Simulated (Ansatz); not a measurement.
Molecule: dilithium, Li2 (charge 0, singlet). 
Structure (B3LYP-D3(BJ)/def2-TZVP (Ansatz, an electronic-structure program) minimum search):
SMILES: [Li][Li]
```xyz
2

Li     0.0000     0.0000    -1.3610
Li     0.0000     0.0000     1.3610
```
Charge 0, spin multiplicity 1.

Quantity: atomisation energy (electronic, to ground-state atoms), in kcal/mol. Cores are frozen in the correlated levels unless marked. Open shells are spin-unrestricted. Spin-orbit coupling is left out. Non-relativistic. CBS marks a two-point X^-3 extrapolation of the correlation energy; Hartree-Fock from the larger set.

The Hartree-Fock reference is unstable (checked in the largest basis), which strains HF and MP2. 

```csv
level,program,atomisation energy (kcal/mol)
BLYP-D3(BJ)/def2-TZVPD,Ansatz + dftd3,___
r2SCAN/def2-TZVPD,Ansatz,17.9
PBE0/6-31G*,Ansatz,___
r2SCAN0-D4/def2-TZVPD,Ansatz + dftd4,18.4
HSE06-D3(BJ)/def2-TZVPD,Ansatz + dftd3,___
CAM-B3LYP/def2-TZVPD,Ansatz,20.4
LC-wPBE-D4/def2-TZVPD,Ansatz + dftd4,18.3
SCS-MP2/def2-QZVPP,Ansatz,19.8
CCSD/def2-SVPD,Ansatz,20.4
"CCSD(T)/CBS(def2-TZVPPD,def2-QZVPPD)",Ansatz,24.6
```

Q: Some entries are withheld; supply them.

A: 
- BLYP-D3(BJ)/def2-TZVPD, atomisation energy (kcal/mol): 21.0
- PBE0/6-31G*, atomisation energy (kcal/mol): 18.6
- HSE06-D3(BJ)/def2-TZVPD, atomisation energy (kcal/mol): 19.3
